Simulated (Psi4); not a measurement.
# PH (SMILES [PH]) at UM06-2X/aug-cc-pVDZ (Cholesky decomposition, cholesky tolerance 0.001, sweep point 6)

What is the vertical ionisation energy of PH at UM06-2X/aug-cc-pVDZ (Cholesky decomposition, cholesky tolerance 0.001, sweep point 6)? The job is set up through a Python script.

Program for the calculation: Psi4 1.11.

2 further runs of the same task are left out: 2 set aside as unsound or not needed.

## (1) The system as given

The species is PH (2 atoms), meant as a triplet with charge 0. SMILES: `[PH]`. Geometry: relaxed at GFN2-xTB.

Bond lengths: P1–H2 1.399 Å.

## (2) The energy at UM06-2X/aug-cc-pVDZ (Cholesky decomposition, cholesky tolerance 0.001, sweep point 6)

The input, calc.py:

```python
import psi4

psi4.set_memory('1600 MB')
psi4.set_num_threads(1)
psi4.core.set_output_file('output.dat', False)

mol = psi4.geometry("""
0 3
P      0.000000     0.000000     0.000000
H      0.000000     0.000000     1.399070
units angstrom
symmetry c1
""")

options = {'basis': 'aug-cc-pVDZ', 'reference': 'uks', 'puream': True, 'scf_type': 'cd', 'dft_radial_points': 99, 'dft_spherical_points': 590, 'cholesky_tolerance': 0.001, 'maxiter': 150}
psi4.set_options(options)

e, wfn = psi4.energy('M06-2X', molecule=mol, return_wfn=True)
print('E =', round(e, 9))
```

Command:

```sh
$ python calc.py
```

output.dat (excerpt; [...] marks lines left out):

```text
[...]
  Running in c1 symmetry.
[...]
  Nuclear repulsion =    5.673524669995068
[...]
  Multiplicity = 3
[...]
  Nalpha       = 9
  Nbeta        = 7
[...]
    Number of basis functions: 36
[...]
   @UKS iter   1:  -341.84201994524699   -4.15072e-01   3.04745e-03 DIIS/ADIIS
[...]
   @UKS iter   7:  -341.85110946253656   -2.27114e-08   6.99535e-07 DIIS
[...]
   @S^2 Observed:                2.006326387E+00
[...]
    Orbital Energies [Eh]
    ---------------------
    Alpha Occupied:
       1A    -78.081683     2A     -6.880724     3A     -4.999990
       4A     -4.999989     5A     -4.990575     6A     -0.702741
       7A     -0.405191     8A     -0.302293     9A     -0.302205
    Alpha Virtual:
      10A      0.003959    11A      0.055084    12A      0.066428
      13A      0.066464    14A      0.101686    15A      0.129927
      16A      0.191697    17A      0.191708    18A      0.202506
      19A      0.202517    20A      0.325442    21A      0.416647
      22A      0.416682    23A      0.446681    24A      0.552687
      25A      0.552941    26A      0.591571    27A      0.627647
[...]
  @UKS Final Energy:  -341.85110946253656
   => Energetics <=
    Nuclear Repulsion Energy =              5.6735246699950679
    One-Electron Energy =                -483.4601142453591365
    Two-Electron Energy =                 147.0691857161910718
    DFT Exchange-Correlation Energy =     -11.1337056033635040
    Empirical Dispersion Energy =           0.0000000000000000
    VV10 Nonlocal Energy =                  0.0000000000000000
    Total Energy =                       -341.8511094625365558
[...]
 Multipole Moments:
 ------------------------------------------------------------------------------------
     Multipole            Electronic (a.u.)      Nuclear  (a.u.)        Total (a.u.)
 ------------------------------------------------------------------------------------
 L = 1.  Multiply by 2.5417464519 to convert [e a0] to [Debye]
 Dipole X            :          0.0000000            0.0000000            0.0000000
 Dipole Y            :          0.0000000            0.0000000            0.0000000
 Dipole Z            :         -1.1089480            1.3108184            0.2018704
 Magnitude           :                                                    0.2018704
[...]
```

Standard output:

```text
E = -341.851109463
```

It took 11 s on 1 thread of AMD EPYC 7R43 (Zen 3), shared host; peak memory 0.61 GiB.

## (3) The doublet cation

The input, hp.py:

```python
import psi4

psi4.set_memory(1600000000)
psi4.set_num_threads(1)
psi4.core.set_output_file('hp.out', False)

mol = psi4.geometry("""
1 2
P      0.000000     0.000000     0.000000
H      0.000000     0.000000     1.399070
symmetry c1
""")

psi4.set_options({
    'basis': 'aug-cc-pVDZ',
    'reference': 'uks',
    'puream': True,
    'scf_type': 'cd',
    'dft_radial_points': 99,
    'dft_spherical_points': 590,
    'cholesky_tolerance': 0.001,
    'maxiter': 150,
})

E = psi4.energy('m06-2x')
print(f'total energy {E:.8f} hartree = {E * 27.211386:.5f} eV')
```

Command:

```sh
$ python hp.py
```

hp.out (excerpt; [...] marks lines left out):

```text
[...]
  Running in c1 symmetry.
[...]
  Nuclear repulsion =    5.673524669995068
[...]
  Multiplicity = 2
[...]
  Nalpha       = 8
  Nbeta        = 7
[...]
    Number of basis functions: 36
[...]
   @UKS iter   1:  -341.46553458932738   -3.85868e-02   3.21470e-03 ADIIS/DIIS
[...]
   @UKS iter   7:  -341.47949560815249   -1.87610e-08   7.49660e-07 DIIS
[...]
   @S^2 Observed:                7.531399701E-01
[...]
    Orbital Energies [Eh]
    ---------------------
    Alpha Occupied:
       1A    -78.478640     2A     -7.270410     3A     -5.388138
       4A     -5.385889     5A     -5.376387     6A     -1.021033
       7A     -0.715171     8A     -0.615745
    Alpha Virtual:
       9A     -0.438130    10A     -0.187320    11A     -0.142540
      12A     -0.105715    13A     -0.104988    14A     -0.100310
      15A     -0.058505    16A     -0.055475    17A     -0.044046
      18A     -0.042723    19A     -0.031321    20A      0.108764
      21A      0.184527    22A      0.195588    23A      0.227656
      24A      0.297903    25A      0.306028    26A      0.326167
[...]
  @UKS Final Energy:  -341.47949560815249
   => Energetics <=
    Nuclear Repulsion Energy =              5.6735246699950679
    One-Electron Energy =                -477.6067932904179543
    Two-Electron Energy =                 141.4440174866846291
    DFT Exchange-Correlation Energy =     -10.9902444744142009
    Empirical Dispersion Energy =           0.0000000000000000
    VV10 Nonlocal Energy =                  0.0000000000000000
    Total Energy =                       -341.4794956081524901
[...]
 Multipole Moments:
 ------------------------------------------------------------------------------------
     Multipole            Electronic (a.u.)      Nuclear  (a.u.)        Total (a.u.)
 ------------------------------------------------------------------------------------
 L = 1.  Multiply by 2.5417464519 to convert [e a0] to [Debye]
 Dipole X            :          0.0000000            0.0000000            0.0000000
 Dipole Y            :         -0.0000000            0.0000000           -0.0000000
 Dipole Z            :         -0.9448718            1.3108184            0.3659466
 Magnitude           :                                                    0.3659466
[...]
```

Standard output:

```text
total energy -341.47949561 hartree = -9292.13037 eV
```

Run time: 9.9 s. Hardware: 1 thread of AMD EPYC 7R43 (Zen 3), shared host; peak memory 0.61 GiB.

## (4) What came out

Level: UM06-2X/aug-cc-pVDZ (Cholesky decomposition, cholesky tolerance 0.001, sweep point 6).

```
                                          quantity          value
                          triplet PH: total energy  -341.85111 Eh
                         triplet PH: dipole moment         0.51 D
    triplet PH: HOMO energy (highest over α and β)       -8.22 eV
     triplet PH: LUMO energy (lowest over α and β)       -2.53 eV
                                  triplet PH: ⟨S²⟩          2.006
                      doublet cation: total energy  -341.47950 Eh
doublet cation: HOMO energy (highest over α and β)      -16.76 eV
 doublet cation: LUMO energy (lowest over α and β)      -11.92 eV
                              doublet cation: ⟨S²⟩          0.753
vertical ionisation energy (to the doublet cation)      10.112 eV
```

**Reading.** The vertical ionisation energy comes to 10.11 eV (976 kJ/mol).
